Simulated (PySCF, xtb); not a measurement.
## BH6NO: where a starting geometry ends

The starting geometry of this gas-phase singlet was built from a drawn formula by distance geometry and a force field; its bonds are those of `N[BH2-][OH2+]`.

```yaml
atoms:
  - { symbol: B, position_ang: [0.9948, -0.8169, 0.5905] }
  - { symbol: N, position_ang: [-0.2305, -1.4548, -0.0811] }
  - { symbol: O, position_ang: [0.7252, 0.6102, 0.8094] }
  - { symbol: H, position_ang: [-1.0260, -1.4323, 0.5590] }
  - { symbol: H, position_ang: [0.0007, -2.4488, -0.3177] }
  - { symbol: H, position_ang: [1.1598, -1.3624, 1.7016] }
  - { symbol: H, position_ang: [1.9576, -1.0235, -0.0345] }
  - { symbol: H, position_ang: [0.0987, 0.6873, 1.5451] }
  - { symbol: H, position_ang: [1.6363, 0.9557, 1.2108] }
```

Task: Predict what it relaxes into with r2SCAN-D4/def2-SVP.

Result: It loosens into BH4N + H2O, which stay close as a complex. Contacts that open: B1–O3 (1.47 → 2.85 Å).

The energy falls by 1.43 eV over 42 steps:

| step | E − E(last) (eV) |
| --- | --- |
| 1 | 1.428 |
| 6 | 0.213 |
| 10 | 0.100 |
| 15 | 0.034 |
| 19 | 0.007 |
| 24 | 0.002 |
| 28 | 0.001 |
| 33 | 0.000 |
| 37 | 0.000 |
| 42 | 0.000 |

Final geometry (Å):

```xyz
9

B     1.2396   -1.1175    0.9954
N     0.0492   -1.5297    0.4010
O     0.6520    1.5913    1.6516
H    -0.7404   -1.8984    0.9180
H    -0.1075   -1.4945   -0.5997
H     1.3426   -1.2089    2.2002
H     2.1528   -0.7414    0.3038
H    -0.0764    0.9841    1.8369
H     1.3423    1.2718    2.2480
```

From the same start GFN2-xTB reaches the same bonding as this run.

The end wasn't checked by frequencies. Run with PySCF 2.14.0, 2.3 min on 2 threads of Intel(R) Xeon(R) 6975P-C (Granite Rapids), on a shared host.
